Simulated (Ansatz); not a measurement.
Gas-phase enthalpy of formation at 298 K, by the atomisation route, of Cl[Si](Cl)(Cl)Cl (SMILES; SiCl4, tetrachlorosilane). Structures are relaxed separately at B3LYP-D3(BJ)/def2-TZVP in Ansatz (an electronic-structure program). Cores are frozen in the correlated levels unless marked. UHF or UKS for open shells. Spin-orbit coupling is left out. No relativistic terms. CBS marks a two-point X^-3 extrapolation of the correlation energy; Hartree-Fock from the larger set. The bracket is a focal-point correction in the basis named. Thermal terms are rigid-rotor harmonic-oscillator values from B3LYP-D3(BJ) frequencies (Ansatz) at 298.15 K and 1 atm. 1 Eh = 627.5095 kcal/mol.

```csv
species,count,"E, RI-MP2/CBS(cc-pV(T+d)Z,cc-pV(Q+d)Z)+[CCSD(T)-MP2]/cc-pV(T+d)Z (Ansatz) (Eh)","E, PBE/def2-TZVPD (Ansatz) (Eh)",measured ΔHf at 0 K (kcal/mol),H(298) - H(0) of the element (kcal/mol)
Cl[Si](Cl)(Cl)Cl,1,-2128.38492,-2129.67640,-,-
Cl atom,4,-459.70639,-459.95933,28.59,1.10
Si atom,1,-288.94183,-289.22297,106.60,0.76
```

Molecule: zero-point energy 4.52, H(298) - H(0) 4.68 kcal/mol. The route leaves out scalar relativity and anharmonic zero-point terms, the atoms' spin-orbit terms, and in the frozen-core level the core correlation. Atomic data: G2/97 table in ASE, which holds older values for B and Si.

Measured: -158.4 kcal/mol (G2/97 table in ASE (Curtiss et al.)). This is an older compilation, not checked against later work.

Task: Work out De, D0 and ΔHf at 0 and 298 K at both levels, and their errors against the measured value.

Result: 
The atoms' values sum to 220.96 (0 K) and 5.16 (thermal), in kcal/mol.
- RI-MP2/CBS(cc-pV(T+d)Z,cc-pV(Q+d)Z)+[CCSD(T)-MP2]/cc-pV(T+d)Z: De = 387.51; D0 = 387.51 - 4.52 = 382.99; ΔHf(0 K) = 220.96 - 382.99 = -162.03; ΔHf(298 K) = -162.03 + 4.68 - 5.16 = -162.51; error -4.1.
- PBE/def2-TZVPD: De = 386.61; D0 = 386.61 - 4.52 = 382.09; ΔHf(0 K) = 220.96 - 382.09 = -161.13; ΔHf(298 K) = -161.13 + 4.68 - 5.16 = -161.61; error -3.2.
